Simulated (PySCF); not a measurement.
## Al: ionisation energy

Al [Ne] 3s2 3p1 (2P) → Al⁺ [Ne] 3s2 (1S), as a difference of total energies. Calculation: PySCF 2.14, in aug-cc-pCVTZ-DK with one added diffuse shell each of s, p, d, f type (9s8p6d4f, 91 functions); scalar relativity by spin-free X2C-1e. Correlated levels: valence: [Ne] frozen. The calculations carry no spin-orbit coupling.

```tsv
method	ionisation energy (eV)
UHF	5.589
MP2 (valence)	5.814
SCS-MP2 (valence)	5.798
CCSD (valence)	5.906
CCSD(T) (valence)	5.939
```

Errors of the correlated levels include the incompleteness of this basis and the frozen core.

Task: Which method comes closest to the reference value, and which is furthest?

Result: The reference is 5.977 eV (measured; NIST levels, between the centres of gravity of the two terms). Closest: CCSD(T) (valence) (error -0.038 eV); furthest: UHF (error -0.388 eV).
